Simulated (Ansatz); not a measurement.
`B[SiH2][SiH3]` + H₂O → `B[SiH2]O` + SiH₄  (formal hydrolysis of the Si–Si bond)

Gas-phase electronic energies from Ansatz, PBE0-D4/def2-TZVP geometries. CCSD(T)/CBS is the MP2 limit (def2-TZVPP, def2-QZVPP) plus CCSD(T) − MP2 in def2-TZVPP, frozen cores. This one scheme is used for every species. Functionals use def2-TZVPP. B3LYP here is the variant with VWN-RPA as its local correlation; programs differ in this. Each species was taken in one conformer, which may not be the lowest.

```tsv
level	ΔE (kJ/mol)
PBE-QIDH	-66.0
B3LYP	-76.9
CAM-B3LYP	-84.2
CCSD/def2-SVP	-69.0
```

Problem. What does CCSD(T)/CBS give? (Estimate.)

Solution. The calculation gave: -67.4 kJ/mol. The listed levels differ from it by 1.4, -9.5, -16.8, -1.6 kJ/mol.

Largest T1 diagnostic among the species: 0.014.

Leaving LDA and LC-ωPBE aside and taking each functional with its dispersion term where it has one, the values, not all of them listed here, spread over 33.5 kJ/mol, from CAM-B3LYP-D4 to revPBE-D4. In def2-TZVPP, CCSD(T) changes the Hartree–Fock value by +30.6 kJ/mol (the triples alone add +4.3 kJ/mol) and MP2 by +25.2 kJ/mol.
